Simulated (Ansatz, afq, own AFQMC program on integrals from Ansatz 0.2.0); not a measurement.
AFQMC on a folder of integrals that Ansatz 0.2.0 wrote.

```yaml
crystal:
  periodic: [false, false, false]
  atoms:
    - {symbol: Ge, position_ang: [0.000000, 0.000000, 0.000000]}
    - {symbol: Na, position_ang: [0.000000, 0.000000, 3.211600]}
basis:
  gaussian: {orbitals: cc-pVDZ}
total_charge: 1
magnetization: {spin_polarized: true, initial_magnetization: 2}
correlation: {method: ccsd_t, electrons: outside_noble_gas, hamiltonian_folder: ham}
```

```sh
$ ansatz run in.yaml --threads 1 --pin off --events-out ev --progress --plain --max-ram 1843MiB
```

Options of the walk:

```
--method free --trial cisd --walkers 100 --time-step 0.03 --max-blocks 80 --target-error 0.00024 --factor-cut 1e-05 --seed 1928 --times 0,0.3,0.6,1.2,1.8,2.4,3.6,4.8,6 --taylor-order 8
```

Times are imaginary, in 1/Eh. The walk had a cap of 526 s. Filled inner d shells are frozen with the cores.

Output of the walk:

```
orbitals 26  electrons 3 1  factors 174 of 496
reference energy -2236.97924019 Eh
CCSD correlation -0.05637453 Eh in 11 cycles, weight of the determinant in the CISD state 0.9462
repeat  energy at the last time / Eh  error
    10  -2237.036766  0.000081
    20  -2237.036791  0.000056
    30  -2237.036793  0.000048
time / (1/Eh)  energy / Eh  error  mean overlap
  0.00  -2237.035619  0.000006  1.0576
  0.30  -2237.036112  0.000016  1.0530
  0.60  -2237.036392  0.000024  1.0574
  1.20  -2237.036626  0.000022  1.0647
  1.80  -2237.036734  0.000038  1.0696
  2.40  -2237.036733  0.000039  1.0751
  3.60  -2237.036806  0.000038  1.0775
  4.80  -2237.036766  0.000047  1.0763
  6.00  -2237.036796  0.000047  1.0890
energy -2237.036796 +/- 0.000047 Eh
```

The run passed its tests (error under three times the target), which doesn't prove that it has relaxed.

Against this walk (error 1.3 meV) on the same determinant: CCSD(T) 9.2 meV higher, CCSDT(Q) 0.1 meV higher (within the noise), full CI 0.2 meV lower (within the noise). The error is statistical, and a free projection of finite length keeps a remainder of its start.

Cautions: remainder of the start not in the error; no relativity below Rb; no spin-orbit coupling; inner d shell frozen; lower spins were not checked.

The walk took 54 s on 1 thread of Arm Neoverse V1, with other jobs on the host. The log's last line is the free-projection energy.

CCSDT and higher add their correlation energy to the determinant of the CCSD(T) run, since their own runs factorise the integrals more tightly (a shift of under 2 meV).
